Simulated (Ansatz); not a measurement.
# H4N2Si: the cost of one run

Computed with Ansatz 0.2.0 (DFT wB97X-V, Gaussian basis cc-pV(T+d)Z, and further levels as typed in the inputs, unless a step's input says otherwise).

### 1 The structure to begin with

Bond lengths: Si1–N2 1.733 Å, N2–N3 1.140 Å, Si1–H4 1.417 Å, Si1–H5 1.448 Å. Angles: Si1–N2–N3 175.6°, N2–Si1–H4 108.0°, N2–Si1–H5 105.0°, H4–Si1–H5 94.3°.

Structure file:

```xyz
7

Si    0.0162   -0.0061   -0.0053
N    -0.0107    0.0087    1.7270
N     0.0174    0.0924    2.8632
H     1.0475   -0.8854   -0.4206
H    -1.0532   -0.9038   -0.3887
H     0.3690    1.6983   -0.6088
H    -0.3796    1.7058   -0.6110
```

### 2 Relaxing the atoms: H4N2Si

input.yaml reads:

```yaml
relax:
  f_tol: 0.001
  max_steps: 200
crystal:
  periodic: [false, false, false]
  atoms:
    - { symbol: Si, position_ang: [0.016243, -0.006118, -0.005282] }
    - { symbol: "N", position_ang: [-0.01073, 0.008654, 1.726985] }
    - { symbol: "N", position_ang: [0.017448, 0.092388, 2.86319] }
    - { symbol: H, position_ang: [1.047506, -0.885379, -0.420601] }
    - { symbol: H, position_ang: [-1.053224, -0.903841, -0.388662] }
    - { symbol: H, position_ang: [0.369001, 1.698276, -0.608779] }
    - { symbol: H, position_ang: [-0.379578, 1.705828, -0.611006] }
basis:
  gaussian: { orbitals: "cc-pV(T+d)Z.json" }
hamiltonian:
  xc: { name: wB97X-V }
```

Started as:

```bash
$ ansatz run input.yaml --threads 4 --pin off --max-ram 8192MiB --backend cpu --events-out ev --progress --plain --runs-dir out
```

What time and memory should one allow on 4 threads of Intel Xeon 6975P-C (Granite Rapids), shared host?

About 2 min, with a peak of 0.41 GiB.
